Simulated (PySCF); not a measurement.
Molecule: SMILES C1CCCCC1, C6H12.

Cartesian coordinates in Å; atom numbers follow the order of the lines, from 1:
```xyz
18

C    -0.6816    1.1216   -0.6724
C     0.7433    1.2650   -0.1460
C     1.4678   -0.0775   -0.1151
C     0.6816   -1.1216    0.6724
C    -0.7433   -1.2650    0.1460
C    -1.4678    0.0775    0.1151
H    -0.6460    0.8215   -1.7357
H    -1.2003    2.0935   -0.6438
H     1.3060    1.9899   -0.7563
H     0.7107    1.6821    0.8771
H     1.6083   -0.4365   -1.1510
H     2.4778    0.0420    0.3093
H     1.2003   -2.0935    0.6438
H     0.6460   -0.8215    1.7357
H    -1.3060   -1.9899    0.7563
H    -0.7107   -1.6821   -0.8771
H    -1.6083    0.4365    1.1510
H    -2.4778   -0.0420   -0.3093
```

Geometry PBE0-D3(BJ)/def2-SVP throughout; GIAO in PySCF 2.14, gas phase, one conformer, non-relativistic; equivalent atoms averaged; functional PBE0.

For orientation, cc-pVDZ gives these shifts δ (against TMS at the same level): C1/C2/C3/C4/C5/C6 29.0, H7/H8/H9/H10/H11/H12/H13/H14/H15/H16/H17/H18 1.32 ppm.

A run gave: C1/C2/C3/C4/C5/C6 29.6, H7/H8/H9/H10/H11/H12/H13/H14/H15/H16/H17/H18 1.42 ppm (shifts δ (against TMS at the same level)).

Question: Which basis set was used in that run?
A. 6-31G
B. def2-SVP
C. pcSseg-0
D. def2-TZVP

Answer: D. C1/C2/C3/C4/C5/C6 tells them apart best: def2-TZVP gives 29.6, def2-SVP gives 26.2, pcSseg-0 gives 26.7, 6-31G gives 26.9 ppm.
